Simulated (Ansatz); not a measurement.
**How far each method lies from UCCSDTQ for As₂H, sextet**

Geometry: that of the As2H, quartet, kept fixed. The doublet lies 4.6 eV lower here.

```yaml
atoms:
  - { symbol: As, position_ang: [0.0000, -0.5251, 0.8030] }
  - { symbol: As, position_ang: [0.0000, -0.4773, -1.6877] }
  - { symbol: H, position_ang: [0.0000, 1.0024, 0.8847] }
```

Basis cc-pVDZ; Ansatz 0.2.0. Correlated methods freeze the noble-gas cores and the filled d shells of p-block atoms, which leaves 11 electrons in 31 orbitals. Prefix R: restricted or restricted open-shell reference; prefix U: unrestricted. Active spaces: valence = (11e, 9o) chosen from the atoms' valence shells. No spin–orbit coupling is included, and no scalar relativity.

Full CI isn't at hand for all of this; UCCSDTQ serves as the reference, and is uncertain by the last step of the cluster series or more. The frozen core follows each run's orbitals, which can shift R against U totals by a few meV for light atoms and by up to 0.1 eV past Ca.

The UHF ⟨S²⟩ is 8.765, the T1 diagnostic (RCCSD) is 0.0149 and the largest doubles amplitude (RCCSD) is 0.057. The T1 diagnostic (UCCSD) is 0.0112.

```
   level  E − E(UHF) (eV)
    UMP2          -3.8370
   UCCSD          -4.7092
UCCSD(T)          -4.8069
```

(1) Estimate how far UCCSDTQ in cc-pVDZ lies from UCCSD(T). The table doesn't fix it; the size of (T) and the diagnostics are the guide.

(1) UCCSDTQ in cc-pVDZ lies 0.62 kcal/mol below UCCSD(T), which is 27 % of the (T) step (-2.25 kcal/mol). The diagnostics give no warning, yet the rest is a sizeable part of (T).

The other levels:

```json
{"level": "UCCSDT", "E − E(UCCSDTQ) (kcal/mol)": "0.17", "wall time": "–"}
{"level": "UCCSDT(Q)", "E − E(UCCSDTQ) (kcal/mol)": "0.02", "wall time": "12 s"}
```

Run but not shown, since their state, orbitals or frozen core can't be matched to the reference's or they repeat it: RHF, RMP2, CISD, RCCSD, RCCSD(T), BCCD(T), RCCSDT, RCCSDT(Q), RCCSDTQ, CASSCF (valence space), NEVPT2 (valence space), MRCISD (valence space), MRCISD+Q (valence space).

Times hold each run's SCF and search for its determinant on a shared host, so for small cases they say little of a method's own cost; they ran on 1 thread of AMD EPYC 7R13. Some runs computed forces too.

Natural occupations of CASSCF (valence space) about the gap: 1.003 1.001 1.001 1.000 1.000 0.036; effectively unpaired electrons, Σ n²(2−n)², 5.01.
